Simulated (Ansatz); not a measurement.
**C₃H₅NO: a ladder of functionals and wavefunction methods**

How much do the methods differ for C₃H₅NO? The plan is to run it at one geometry with functionals of several rungs and with coupled cluster. The yardstick is the atomisation energy at the CCSD(T) limit.

The runs use Ansatz 0.2.0, Gaussian basis; functionals in def2-TZVPP, the program's frozen cores in correlated methods.

The runs, in order: LDA (SPW92), PBE-D4, revPBE-D4, BLYP-D4, r2SCAN-D4, B97M-V, PBE0-D4, B3LYP-D4, r2SCANh-D4, r2SCAN0-D4, HSE06-D4, BHLYP-D4, CAM-B3LYP-D4, LC-ωPBE, ωB97X-V, ωB97M-V, B2PLYP, PBE-QIDH; CCSD(T)/def2-SVP; CCSD(T)/def2-TZVPP; MP2/def2-QZVPP; extrapolation to the limit; RPA on PBE.

## 1. The relaxed structure

The geometry comes from an earlier relaxation with PBE0-D4 in a triple-zeta def2 set; it is a stationary point, not always the lowest conformer.

SMILES `N/C=C/C=O`, 10 atoms, charge 0, spin multiplicity 1.

Atoms are counted from 1 here; the program's logs count them from 0.

Bond lengths: N1–C2 1.346 Å, N1–H6 1.004 Å, N1–H7 1.001 Å, C2–C3 1.349 Å, C2–H8 1.088 Å, C3–C4 1.440 Å, C3–H9 1.085 Å, C4–O5 1.211 Å, C4–H10 1.116 Å. Angles: C2–N1–H6 121.0°, C2–N1–H7 121.2°, H6–N1–H7 117.8°, N1–C2–C3 127.1°, N1–C2–H8 114.4°, C3–C2–H8 118.5°, C2–C3–C4 119.2°, C2–C3–H9 122.3°, C4–C3–H9 118.4°, C3–C4–O5 125.8°, C3–C4–H10 114.0°, O5–C4–H10 120.2°.

## 2. LDA

This LDA is Slater exchange with PW92 correlation.

The input, in.yaml:

```yaml
crystal:
  periodic: [false, false, false]
  atoms:
    - {symbol: N, position_ang: [0.635973, -0.358297, 1.708381]}
    - {symbol: C, position_ang: [0.508063, -0.127981, 0.388568]}
    - {symbol: C, position_ang: [-0.633060, 0.121199, -0.287357]}
    - {symbol: C, position_ang: [-0.573257, 0.349209, -1.708155]}
    - {symbol: O, position_ang: [-1.517930, 0.581697, -2.429564]}
    - {symbol: H, position_ang: [-0.166794, -0.371260, 2.310671]}
    - {symbol: H, position_ang: [1.529885, -0.548987, 2.116859]}
    - {symbol: H, position_ang: [1.444283, -0.149551, -0.164648]}
    - {symbol: H, position_ang: [-1.601448, 0.156857, 0.201291]}
    - {symbol: H, position_ang: [0.457285, 0.296015, -2.133044]}
basis:
  gaussian: {orbitals: def2-TZVPP}
hamiltonian: {xc: lda}
output: {orbitals: {seedname: orbitals}}
```

On the command line:

```console
ansatz run in.yaml --threads 2 --pin off --events-out ev --progress --plain --max-ram 4352MiB
```

The runs that follow: PBE-D4 (GGA); revPBE-D4 (GGA); BLYP-D4 (GGA); r2SCAN-D4 (meta-GGA); B97M-V (meta-GGA); PBE0-D4 (hybrid); B3LYP-D4 (hybrid); r2SCANh-D4 (hybrid); r2SCAN0-D4 (hybrid); HSE06-D4 (hybrid); BHLYP-D4 (hybrid); CAM-B3LYP-D4 (range-separated); LC-ωPBE (range-separated); ωB97X-V (range-separated); ωB97M-V (range-separated); B2PLYP (double hybrid); PBE-QIDH (double hybrid); CCSD(T) in def2-SVP; CCSD(T) in def2-TZVPP; MP2 in def2-QZVPP; RPA on PBE orbitals.

Before running them: what should the planned runs give, taken together? Wanted: atomisation energy, CCSD(T)/CBS; farthest beyond LDA; mean size of error, GGA; mean size of error, meta-GGA; mean size of error, hybrid; mean size of error, range-separated; mean size of error, double hybrid; gap, smallest and largest; T1 diagnostic.

As calculated:

| quantity | value |
| --- | --- |
| atomisation energy, CCSD(T)/CBS | 4193.7 kJ/mol |
| functionals within 21.0 kJ/mol (0.5 %) | r2SCANh-D4, LC-ωPBE, ωB97X-V, B2PLYP, PBE-QIDH |
| farthest beyond LDA | PBE-D4 (+192.5 kJ/mol) |
| mean size of error, GGA | 110.8 kJ/mol |
| mean size of error, meta-GGA | 34.2 kJ/mol |
| mean size of error, hybrid | 62.4 kJ/mol |
| mean size of error, range-separated | 28.9 kJ/mol |
| mean size of error, double hybrid | 9.9 kJ/mol |
| gap, smallest and largest | 3.34 eV (LDA (SPW92)), 10.68 eV (LC-ωPBE) |
| T1 diagnostic | 0.0156 |
| triples share of the correlation energy | 4.4 % |

The LDA atomisation energy is off by 740.4 kJ/mol (18 %): it overbinds. PBE-D4 misses by +192.5 kJ/mol. Double hybrids carry the basis error of their MP2 part in triple zeta, and no dispersion term here, so their miss is partly the set-up's. By mean error the best rung here is double hybrid (9.9 kJ/mol) and the worst beyond LDA is GGA (110.8 kJ/mol). Misses under about 21.0 kJ/mol are within the doubt on the reference itself, which lacks core-valence correlation, relativity and higher excitations. Hartree-Fock recovers 70 % of the binding; the rest is correlation. CCSD(T) in def2-SVP is off by -207.3 kJ/mol, which most functionals beat. The gap grows from 3.3 to 10.7 eV across the functionals, mostly with the share of exact exchange.
